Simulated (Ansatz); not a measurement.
# NO (doublet): from Hartree-Fock to the top rungs, def2-QZVPP

The task here is to estimate one member of a computed series from the others.

Method: def2-QZVPP, core rule «outside noble gas», up to 2 orbitals frozen; program: Ansatz 0.2.0, Gaussian basis.

The runs, in order: UHF; ROHF; CCSD(T) on UHF.

4 further runs of the same task are left out: 4 set aside as unsound or not needed.

## The system

The geometry is a PBE0/def2-TZVP stationary point (not a proven minimum).

2 atoms, charge 0, spin multiplicity 2.

Atoms are counted from 1 here; the program's logs count them from 0.

Bond lengths: N1–O2 1.140 Å.

The first run:

Contents of in.yaml:

```yaml
crystal:
  periodic: [false, false, false]
  atoms:
    - {symbol: N, position_ang: [0.000000, 0.000000, 0.000000]}
    - {symbol: O, position_ang: [0.000000, 0.000000, 1.139769]}
basis:
  gaussian: {orbitals: "def2-QZVPP.json"}
magnetization: {spin_polarized: true, initial_magnetization: 1}
hamiltonian: {xc: hf}
output: {orbitals: {seedname: orbitals}}
```

On the command line:

```bash
ansatz run in.yaml --threads 1 --pin off --events-out ev --progress --plain --max-ram 2393MiB
```

Steps of the session up to this table: UHF; ROHF; CCSD(T) on UHF.

One of the session's tables, all rows but one given; the rest of the session is left out.

| method | from UCCSD(T) (kcal/mol) |
| --- | --- |
| ROHF | +284.12 |
| UHF | +279.32 |
| UMP2 | ? |
| UCCSD | +12.62 |
| UCCSD(T) | 0 |

Estimate the missing values for UMP2.

As computed: from UCCSD(T) (kcal/mol): +13.50. In the column «from UCCSD(T) (kcal/mol)» it lies between UCCSD (+12.62) and UHF (+279.32).
